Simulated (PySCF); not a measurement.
**How the method changes the constants of S₂**

State: triplet, unpaired electrons π ↑↑. Set-up: basis S aug-pcseg-1; no relativity; PySCF 2.14. De refers to S + S in their high-spin ground configurations, without counterpoise correction. The functionals are run spin-unrestricted.

| Level | Re (Å) | ωe (cm⁻¹) | De (eV) |
| --- | --- | --- | --- |
| UHF | 1.884 | 807 | 1.91 |
| UHF-MP2 | 1.933 | 690 | 3.84 |
| UHF-SCS-MP2 | 1.925 | 710 | 3.58 |
| UHF-CCSD | 1.926 | 717 | 3.41 |
| UHF-CCSD(T) | 1.937 | 691 | 3.62 |
| LDA | 1.925 | 704 | 5.58 |
| PBE | 1.937 | 688 | 4.75 |
| r²SCAN | 1.920 | 716 | 4.55 |
| TPSSh | 1.922 | 713 | 4.33 |
| B3LYP | 1.930 | 702 | 4.21 |
| PBE0 | 1.909 | 740 | 4.35 |
| HSE06 | 1.911 | 736 | 4.34 |

(1) Which functional lies closest to UHF-CCSD(T) in De, which farthest, and by how much do they differ from it?

(2) What does a quarter of exact exchange do here, going from PBE to PBE0?

(3) What does the step from GGA to meta-GGA do here, going from PBE to r²SCAN?

Measured (Huber and Herzberg, Constants of Diatomic Molecules (1979)): Re = 1.8892 Å, ωe = 725.65 cm⁻¹.

Correlated steps freeze 10 core orbitals. Correlated levels converge slowly with the basis: in double zeta they bind strong bonds too weakly, by up to about 1 eV, and carry superposition errors of some tenths. The state is the lowest determinant that a PBE0 search found; another state may lie lower at other levels.

The whole job (state search and all levels along the bond) took about 2 min on 1 thread of Arm Neoverse V2 (shared host), peak memory 0.64 GiB.

## Answers

(1) Closest is B3LYP (-0.7 pm in Re, +1.6 % in ωe, +0.59 eV in De against UHF-CCSD(T) in the same basis), farthest LDA (-1.2 pm in Re, +1.9 % in ωe, +1.96 eV in De). CCSD(T) converges more slowly with the basis than the functionals do and binds too weakly in this one, so the order can change at the basis-set limit.

(2) PBE0 less PBE: -2.8 pm in Re, +7.6 % in ωe, -0.40 eV in De. Exact exchange removes part of the self-interaction that spreads semilocal densities, and in most molecules shortens and stiffens the bond and lowers De; so it does here.

(3) r²SCAN less PBE: -1.7 pm in Re, +4.1 % in ωe, -0.20 eV in De.
